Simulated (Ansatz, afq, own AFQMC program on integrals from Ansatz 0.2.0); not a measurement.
AFQMC on a folder of integrals that Ansatz 0.2.0 wrote.

```yaml
crystal:
  periodic: [false, false, false]
  atoms:
    - {symbol: Si, position_ang: [0.000000, 0.000000, 0.000000]}
    - {symbol: H, position_ang: [0.000000, 0.000000, 1.531705]}
basis:
  gaussian: {orbitals: cc-pVTZ}
total_charge: 1
magnetization: {spin_polarized: true, initial_magnetization: 2}
correlation: {method: ccsd_t, electrons: outside_noble_gas, hamiltonian_folder: ham}
```

```sh
$ ansatz run in.yaml --threads 1 --pin off --events-out ev --progress --plain --max-ram 16896MiB --backend cuda --devices 0, --max-vram 18GiB
```

Options of the walk:

```
--method phaseless --trial hf --walkers 4000 --populations 20 --least-time 40 --time-step 0.005 --steps-per-block 20 --equilibration-blocks 112 --max-blocks 4000 --target-error 0.0006000 --factor-cut 1e-05 --start spin_pure --seed 2901 --taylor-order 6
```

Times are imaginary, in 1/Eh. The walk had a cap of 52 s. With eight or more populations the least sampling time is a fifth of least-time, and the error comes from their spread.

```
orbitals 43  electrons 3 1  factors 270 of 280
reference energy -289.10676195 Eh
CCSD correlation -0.06637259 Eh in 10 cycles, weight of the determinant in the CISD state 0.9421
energy of the start -289.107068 Eh
 block  time / (1/Eh)  mean weight  energy / Eh
     1     0.100  1.0002  -289.118118
     2     0.200  1.0001  -289.126478
     3     0.300  1.0003  -289.133470
     4     0.400  1.0004  -289.138267
     5     0.500  1.0003  -289.142457
     7     0.700  1.0003  -289.150201
     9     0.900  1.0002  -289.155024
    13     1.300  1.0001  -289.161640
    21     2.100  1.0002  -289.168609
    25     2.500  1.0000  -289.170240
    29     2.900  1.0000  -289.173084
    37     3.700  0.9998  -289.173562
    45     4.500  0.9999  -289.173814
    53     5.300  1.0001  -289.174733
    61     6.100  0.9996  -289.175099
    69     6.900  0.9997  -289.173888
    77     7.700  1.0000  -289.172848
    85     8.500  1.0000  -289.172588
    93     9.300  1.0001  -289.173317
   101    10.100  1.0001  -289.175463
   109    10.900  0.9999  -289.175996
   117    11.700  1.0000  -289.173826
   125    12.500  1.0001  -289.173505
   133    13.300  1.0001  -289.174303
   141    14.100  0.9996  -289.173674
   149    14.900  1.0001  -289.173296
   157    15.700  1.0001  -289.173086
   165    16.500  1.0002  -289.173344
   173    17.300  1.0000  -289.175604
   181    18.100  1.0000  -289.175297
   189    18.900  1.0000  -289.173774
error from the spread of 20 populations
energy -289.174076 +/- 0.000359 Eh
(rows thinned)
```

(1) Estimate how long the walk took on 1 × NVIDIA H100 80GB HBM3 with 2 threads of AMD EPYC 7R13 Processor (Zen 3), on a shared host (the card was shared).

The run passed its tests (sampling time, drift between the halves within three errors, error under three times the target), which doesn't prove that it has relaxed.

Against this walk (error 9.8 meV) on the same determinant: CCSD(T) 23.5 meV lower, CCSDT(Q) 41.6 meV lower, full CI 41.8 meV lower, a separate phaseless walk with a CISD trial and standard settings 35.8 ± 9.8 meV lower. The error is statistical and leaves out the bias of the constraint. Full CI is exact here, so the walk's 42 meV above it is the walk's own error: the bias of the constraint with this trial.

Cautions: constraint bias not in the error; another spin lies lower (by 2.24 eV).

Results:

(1) 15 s of wall time.

CCSDT and higher add their correlation energy to the determinant of the CCSD(T) run, since their own runs factorise the integrals more tightly (a shift of under 2 meV). A walk keeps the symmetry of its determinant, which the program's search chose and which needn't be the lowest solution, so a lower state of the same spin and another symmetry isn't excluded.
